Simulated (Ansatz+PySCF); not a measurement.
Results of a calculation; reference values are marked as such.
A run of Ansatz (development build ahead of 0.2.0) on doublet C₂H₅O at this shape:

```yaml
atoms:
  - { symbol: C, position_ang: [1.0067, -0.5705, 0.0000] }
  - { symbol: C, position_ang: [-0.0020, 0.5910, 0.0000] }
  - { symbol: O, position_ang: [-1.2620, 0.0030, 0.0000] }
  - { symbol: H, position_ang: [0.1450, 1.2069, 0.8965] }
  - { symbol: H, position_ang: [0.1450, 1.2069, -0.8965] }
  - { symbol: H, position_ang: [2.0213, -0.1664, 0.0000] }
  - { symbol: H, position_ang: [0.8713, -1.1891, 0.8881] }
  - { symbol: H, position_ang: [0.8713, -1.1891, -0.8881] }
```

Its results:

```yaml
Converged: yes
Reference_energy: -153.51266 hartree
Correlation_energy: -0.54726 hartree
Total_energy: -154.05992 hartree
Spin_squared_of_the_determinant: 0.750
Stability_test: minimum among restricted orbitals
Occupied_orbitals_by_symmetry_in_an_Abelian_subgroup_alpha;_beta: 10 A' 3 A''; 9 A' 3 A''
```

Forces (eV/Å):
```
atom      Fx      Fy      Fz
  C1  -0.042   0.026   0.000
  C2  -0.162  -0.048   0.000
  O3   0.357   0.141   0.000
  H4  -0.011  -0.129  -0.118
  H5  -0.011  -0.129   0.118
  H6  -0.168  -0.038   0.000
  H7   0.018   0.088  -0.123
  H8   0.018   0.088   0.123
```

(1) Which input gives this output? Name the method, the orbitals and the basis set, and write the input.

Results:

(1) ROHF-MP2 in cc-pVTZ.

```yaml
crystal:
  periodic: [false, false, false]
  atoms:
    - { symbol: C, position_ang: [1.00672, -0.57053, 0.0] }
    - { symbol: C, position_ang: [-0.00197, 0.59096, 0.0] }
    - { symbol: O, position_ang: [-1.26203, 0.00299, 0.0] }
    - { symbol: H, position_ang: [0.14499, 1.20695, 0.89653] }
    - { symbol: H, position_ang: [0.14499, 1.20695, -0.89653] }
    - { symbol: H, position_ang: [2.02133, -0.16637, 0.0] }
    - { symbol: H, position_ang: [0.87131, -1.1891, 0.88807] }
    - { symbol: H, position_ang: [0.87131, -1.1891, -0.88807] }
basis:
  gaussian: { orbitals: cc-pVTZ }
magnetization:
  initial_magnetization: 1
hamiltonian:
  xc: hf
correlation:
  method: mp2
  frozen_orbitals: { C: 1, H: 0, O: 1 }
output:
  forces: true
```

Caution: forces differ strongly between restricted and unrestricted references.
